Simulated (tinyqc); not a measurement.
Worked calculation: RHF in the sto-6g basis, for H2O, spin multiplicity 1. One step of it, computed by the program tinyqc.

Question. Iteration 1: building the Fock matrix. J_ij = sum D_kl (ij|kl), K_ij = sum D_kl (ik|jl); F = H + J - 0.5 K; E = tr D H + tr D J / 2 - 0.25 tr D K + E_nn.

D at the start, order 1O 1s, 1O 2s, 1O 2px, 1O 2py, 1O 2pz, 2H 1s, 3H 1s:
```
[[2.060146, -0.236250, 0.000000, 0.000000, 0.115852, -0.139149, -0.139149],
 [-0.236250, 1.106612, 0.000000, 0.000000, -0.439435, 0.344321, 0.344321],
 [0.000000, 0.000000, 2.000000, 0.000000, 0.000000, 0.000000, 0.000000],
 [0.000000, 0.000000, 0.000000, 1.374163, 0.000000, 0.385282, -0.385282],
 [0.115852, -0.439435, 0.000000, 0.000000, 1.811267, 0.121235, 0.121235],
 [-0.139149, 0.344321, 0.000000, 0.385282, 0.121235, 0.258193, 0.042146],
 [-0.139149, 0.344321, 0.000000, -0.385282, 0.121235, 0.042146, 0.258193]]
```

core Hamiltonian H = T + V (hartree), order 1O 1s, 1O 2s, 1O 2px, 1O 2py, 1O 2pz, 2H 1s, 3H 1s:
```
[[-33.040643, -7.303767, 0.000000, 0.000000, -0.021083, -1.777237, -1.777237],
 [-7.303767, -9.252009, 0.000000, 0.000000, -0.234285, -3.761914, -3.761914],
 [0.000000, 0.000000, -7.478600, 0.000000, 0.000000, 0.000000, 0.000000],
 [0.000000, 0.000000, 0.000000, -7.628778, 0.000000, -1.981846, 1.981846],
 [-0.021083, -0.234285, 0.000000, 0.000000, -7.581363, -1.719220, -1.719220],
 [-1.777237, -3.761914, 0.000000, -1.981846, -1.719220, -5.103226, -1.704979],
 [-1.777237, -3.761914, 0.000000, 1.981846, -1.719220, -1.704979, -5.103226]]
```

Two-electron integrals (ij|kl) in chemists' order, unique and non-zero (hartree):
```
(11|11) 4.787491    (21|11) 0.675884    (21|21) 0.121505    (22|11) 1.117379
(22|21) 0.249212    (22|22) 0.817383    (31|31) 0.025762    (32|31) 0.039145
(32|32) 0.180664    (33|11) 1.117381    (33|21) 0.249212    (33|22) 0.817382
(33|33) 0.880663    (41|41) 0.025762    (42|41) 0.039145    (42|42) 0.180664
(43|43) 0.047461    (44|11) 1.117381    (44|21) 0.249212    (44|22) 0.817382
(44|33) 0.785741    (44|44) 0.880663    (51|51) 0.025762    (52|51) 0.039145
(52|52) 0.180664    (53|53) 0.047461    (54|54) 0.047461    (55|11) 1.117381
(55|21) 0.249212    (55|22) 0.817382    (55|33) 0.785741    (55|44) 0.785741
(55|55) 0.880663    (61|11) 0.174399    (61|21) 0.030037    (61|22) 0.060213
(61|33) 0.060082    (61|41) 0.001128    (61|42) 0.002199    (61|44) 0.060315
(61|51) 0.000933    (61|52) 0.001819    (61|54) 0.000193    (61|55) 0.060241
(61|61) 0.007569    (62|11) 0.405914    (62|21) 0.091710    (62|22) 0.330817
(62|33) 0.325460    (62|41) 0.005626    (62|42) 0.040698    (62|44) 0.335002
(62|51) 0.004654    (62|52) 0.033666    (62|54) 0.007893    (62|55) 0.331989
(62|61) 0.022765    (62|62) 0.163443    (63|31) 0.010420    (63|32) 0.057870
(63|43) 0.008485    (63|53) 0.007018    (63|63) 0.023720    (64|11) 0.219175
(64|21) 0.050243    (64|22) 0.193319    (64|33) 0.184498    (64|41) 0.013162
(64|42) 0.080611    (64|44) 0.207103    (64|51) 0.002269    (64|52) 0.018811
(64|54) 0.011681    (64|55) 0.188355    (64|61) 0.013073    (64|62) 0.116165
(64|64) 0.105501    (65|11) 0.181304    (65|21) 0.041561    (65|22) 0.159915
(65|33) 0.152619    (65|41) 0.002269    (65|42) 0.018811    (65|44) 0.157281
(65|51) 0.012296    (65|52) 0.073431    (65|54) 0.012341    (65|55) 0.169846
(65|61) 0.010814    (65|62) 0.096093    (65|64) 0.067650    (65|65) 0.079681
(66|11) 0.533468    (66|21) 0.122756    (66|22) 0.504359    (66|33) 0.483981
(66|41) 0.010205    (66|42) 0.099314    (66|44) 0.520278    (66|51) 0.008442
(66|52) 0.082154    (66|54) 0.030025    (66|55) 0.508818    (66|61) 0.030829
(66|62) 0.308744    (66|64) 0.250899    (66|65) 0.207547    (66|66) 0.774999
(71|11) 0.174399    (71|21) 0.030037    (71|22) 0.060213    (71|33) 0.060082
(71|41) -0.001128   (71|42) -0.002199   (71|44) 0.060315    (71|51) 0.000933
(71|52) 0.001819    (71|54) -0.000193   (71|55) 0.060241    (71|61) 0.007461
(71|62) 0.022042    (71|64) 0.011469    (71|65) 0.010465    (71|66) 0.029428
(71|71) 0.007569    (72|11) 0.405914    (72|21) 0.091710    (72|22) 0.330817
(72|33) 0.325460    (72|41) -0.005626   (72|42) -0.040698   (72|44) 0.335002
(72|51) 0.004654    (72|52) 0.033666    (72|54) -0.007893   (72|55) 0.331989
(72|61) 0.022042    (72|62) 0.135007    (72|64) 0.065642    (72|65) 0.077226
(72|66) 0.212221    (72|71) 0.022765    (72|72) 0.163443    (73|31) 0.010420
(73|32) 0.057870    (73|43) -0.008485   (73|53) 0.007018    (73|63) 0.019055
(73|73) 0.023720    (74|11) -0.219175   (74|21) -0.050243   (74|22) -0.193319
(74|33) -0.184498   (74|41) 0.013162    (74|42) 0.080611    (74|44) -0.207103
(74|51) -0.002269   (74|52) -0.018811   (74|54) 0.011681    (74|55) -0.188355
(74|61) -0.011469   (74|62) -0.065642   (74|64) -0.013205   (74|65) -0.036652
(74|66) -0.089928   (74|71) -0.013073   (74|72) -0.116165   (74|74) 0.105501
(75|11) 0.181304    (75|21) 0.041561    (75|22) 0.159915    (75|33) 0.152619
(75|41) -0.002269   (75|42) -0.018811   (75|44) 0.157281    (75|51) 0.012296
(75|52) 0.073431    (75|54) -0.012341   (75|55) 0.169846    (75|61) 0.010465
(75|62) 0.077226    (75|64) 0.036652    (75|65) 0.062562    (75|66) 0.133500
(75|71) 0.010814    (75|72) 0.096093    (75|74) -0.067650   (75|75) 0.079681
(76|11) 0.169905    (76|21) 0.038770    (76|22) 0.151149    (76|33) 0.147631
(76|44) 0.150404    (76|51) 0.003128    (76|52) 0.026599    (76|55) 0.155412
(76|61) 0.009533    (76|62) 0.074425    (76|64) 0.045419    (76|65) 0.049200
(76|66) 0.144861    (76|71) 0.009533    (76|72) 0.074425    (76|74) -0.045419
(76|75) 0.049200    (76|76) 0.041041    (77|11) 0.533468    (77|21) 0.122756
(77|22) 0.504359    (77|33) 0.483981    (77|41) -0.010205   (77|42) -0.099314
(77|44) 0.520278    (77|51) 0.008442    (77|52) 0.082154    (77|54) -0.030025
(77|55) 0.508818    (77|61) 0.029428    (77|62) 0.212221    (77|64) 0.089928
(77|65) 0.133500    (77|66) 0.352119    (77|71) 0.030829    (77|72) 0.308744
(77|74) -0.250899   (77|75) 0.207547    (77|76) 0.144861    (77|77) 0.774999
```

nuclear repulsion = 9.23618100 hartree

Give: Coulomb J; exchange K; Fock matrix F; total energy of this density.

Answer.

Coulomb J (hartree), order 1O 1s, 1O 2s, 1O 2px, 1O 2py, 1O 2pz, 2H 1s, 3H 1s:
```
[[17.7517, 3.1769, 0.0000, 0.0000, -0.0085, 0.7896, 0.7896],
 [3.1769, 8.3980, 0.0000, 0.0000, 0.0049, 3.3590, 3.3590],
 [0.0000, 0.0000, 8.3885, 0.0000, 0.0000, 0.0000, 0.0000],
 [0.0000, 0.0000, 0.0000, 8.3982, 0.0000, 1.9474, -1.9474],
 [-0.0085, 0.0049, 0.0000, 0.0000, 8.4073, 1.6187, 1.6187],
 [0.7896, 3.3590, 0.0000, 1.9474, 1.6187, 5.1240, 1.5291],
 [0.7896, 3.3590, 0.0000, -1.9474, 1.6187, 1.5291, 5.1240]]
```

exchange K (hartree), order 1O 1s, 1O 2s, 1O 2px, 1O 2py, 1O 2pz, 2H 1s, 3H 1s:
```
[[9.7626, 1.5830, 0.0000, 0.0000, 0.0108, 0.4115, 0.4115],
 [1.5830, 2.5533, 0.0000, 0.0000, -0.1097, 1.1742, 1.1742],
 [0.0000, 0.0000, 2.2513, 0.0000, 0.0000, 0.0000, 0.0000],
 [0.0000, 0.0000, 0.0000, 2.1075, 0.0000, 0.6547, -0.6547],
 [0.0108, -0.1097, 0.0000, 0.0000, 2.2319, 0.4934, 0.4934],
 [0.4115, 1.1742, 0.0000, 0.6547, 0.4934, 1.1366, 0.5101],
 [0.4115, 1.1742, 0.0000, -0.6547, 0.4934, 0.5101, 1.1366]]
```

Fock matrix F (hartree), order 1O 1s, 1O 2s, 1O 2px, 1O 2py, 1O 2pz, 2H 1s, 3H 1s:
```
[[-20.1703, -4.9184, 0.0000, 0.0000, -0.0350, -1.1934, -1.1934],
 [-4.9184, -2.1307, 0.0000, 0.0000, -0.1745, -0.9900, -0.9900],
 [0.0000, 0.0000, -0.2157, 0.0000, 0.0000, 0.0000, 0.0000],
 [0.0000, 0.0000, 0.0000, -0.2843, 0.0000, -0.3618, 0.3618],
 [-0.0350, -0.1745, 0.0000, 0.0000, -0.2900, -0.3473, -0.3473],
 [-1.1934, -0.9900, 0.0000, -0.3618, -0.3473, -0.5476, -0.4310],
 [-1.1934, -0.9900, 0.0000, 0.3618, -0.3473, -0.4310, -0.5476]]
```

total energy of this density = -75.373958 hartree

This density is the starting one.
